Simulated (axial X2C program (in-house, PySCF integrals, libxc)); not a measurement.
Bond lengths and stretching modes, held linear, of OSiO

Calculated with an in-house all-electron X2C program for linear molecules (integrals from PySCF): two-component X2C with atomic mean-field Coulomb and Gaunt terms, Gaussian nuclei, basis O dyall-av3z, Si dyall-v3z with contracted cores. Spin-free rows use the one-electron spin-free X2C Hamiltonian.

Masses O 15.995, Si 27.977, O 15.995 u. States: 2c Ω = 0 (all partner blocks equally filled); spin-free M_S = 0, Λ = 0 (closed shell).

HF, 2c: energies above the lowest point

| r(O–Si) (Å) | r(Si–O) (Å) | E (meV) |
| --- | --- | --- |
| 1.4762 | 1.4762 | 0.00 |
| 1.4762 | 1.5140 | 33.38 |
| 1.4762 | 1.5518 | 149.39 |
| 1.5140 | 1.4762 | 33.38 |
| 1.5140 | 1.5140 | 68.73 |
| 1.5140 | 1.5518 | 186.67 |
| 1.5140 | 1.5897 | 369.30 |
| 1.5518 | 1.4762 | 149.39 |
| 1.5518 | 1.5140 | 186.67 |
| 1.5518 | 1.5518 | 306.55 |
| 1.5897 | 1.5140 | 369.30 |
| 1.5897 | 1.5897 | 677.72 |

Fit a quadratic surface with cubic terms in each bond: where is the minimum, and what are the two stretching wavenumbers?

At HF, 2c: bonds 1.481 and 1.481 Å; harmonic stretches 1093.4 and 1569.4 cm⁻¹; force constants 11, 11 and coupling 0.22 mdyn/Å.

The other levels and Hamiltonians give:

```
Hamiltonian  level  r(O–Si) (Å)  r(Si–O) (Å)  lower stretch (cm⁻¹)  upper stretch (cm⁻¹)
         2c   PBE0        1.513        1.513                1004.0                1457.3
         2c  TPSSh        1.522        1.522                 979.4                1425.2
         2c    MP2        1.533        1.533                 958.2                1411.3
  spin-free   PBE0        1.513        1.513                1004.0                1457.5
  spin-free     HF        1.481        1.481                1093.4                1569.5
  spin-free  TPSSh        1.522        1.522                 979.4                1425.4
  spin-free    MP2        1.533        1.533                 958.2                1411.6
```

Each state is one determinant, the lowest of a limited PBE0 search; the stretches come from a fit to these few points and carry an uncertainty of a few per cent. Other orders of the atoms were not compared. MP2 freezes inner shells (threshold -2 hartree). The molecule was held linear; bending was not examined, so a bent shape may lie lower.
